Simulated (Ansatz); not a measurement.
We consider 2H MoS2, described by PBE-D3(BJ) (Ansatz, a quantum-chemistry and plane-wave program, plane waves, PAW).

Numerical settings: plane-wave cutoff 500 eV, 12×12×4 k mesh (along the axes of the cell as run), gaussian smearing 0.02 eV, scalar-relativistic PAW data made under PBE.

Computed at the level's own relaxed cell.

Q: Estimate the equilibrium volume per atom, equilibrium lattice constant a and lattice parameter c that the calculation returns.

A: 
- equilibrium volume per atom = 17.31 Å³/atom
- equilibrium lattice constant a = 3.149 Å
- lattice parameter c = 12.089 Å

Measured, for comparison: lattice constant a 3.16 Å, lattice parameter c 12.294 Å (300 K, not corrected to a static lattice; as tabulated in arXiv:1605.07067). Computed (rounded) less measured: lattice constant a -0.3 %, lattice parameter c -1.7 %. A static lattice is as a rule a little smaller and stiffer than an uncorrected measurement, which narrows the difference in the lattice constant a, lattice parameter c and would widen misses of the other sign.

Computed values are for the static lattice.

Cost on a shared machine: roughly 60 core-seconds.
